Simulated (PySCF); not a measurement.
CH4O. Atoms are numbered in the order given.

```xyz
6

C     -0.0202     0.6654     0.0000
O      0.1222    -0.7482     0.0000
H     -0.5443     1.0284     0.8912
H      0.9857     1.0830     0.0000
H     -0.5443     1.0284    -0.8912
H     -0.7535    -1.1467     0.0000
```

Geometry: B3LYP-D3(BJ)/def2-TZVP.

These are PBE/pcSseg-2 (PySCF) values and carry that method's errors.

GIAO shieldings, no solvent; atoms alike by connectivity are averaged. δ = σ(ref) − σ: ¹³C against TMS (σ = 181.4 ppm); ¹⁷O against H2O (σ = 327.5 ppm); ¹H against TMS (σ = 31.47 ppm), references at their B3LYP-D3(BJ)/def2-TZVP geometries, non-relativistic.

```json
[
 {"nucleus": "¹³C", "atoms": "C1", "count": "1", "δ (ppm)": "57.8"},
 {"nucleus": "¹⁷O", "atoms": "O2", "count": "1", "δ (ppm)": "8.0"},
 {"nucleus": "¹H", "atoms": "H3, H4, H5", "count": "3", "δ (ppm)": "3.75"},
 {"nucleus": "¹H", "atoms": "H6", "count": "1", "δ (ppm)": "-0.42"}
]
```
